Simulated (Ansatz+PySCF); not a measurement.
A calculation with PySCF 2.14.0.

```python
from pyscf import gto, scf

mol = gto.M(atom="""
N 0.000000 0.000000 -0.471050
H 0.000000 0.000000 3.297370
Li 30.000000 0.000000 -0.399460
H 30.000000 0.000000 1.198380
""", basis='6-31g', charge=0, spin=2)
mf = scf.UHF(mol)
mf.kernel()
print(mf.converged, mf.e_tot, mf.spin_square()[0])
```

The script is written out from the run's settings.

Output:

```
Converged                       : yes
Total energy                    : -62.59426 hartree
Spin squared of the determinant : 2.009
Cycles                          : 14
```

This is not the lowest solution: another run reaches a determinant 7.30 eV lower.
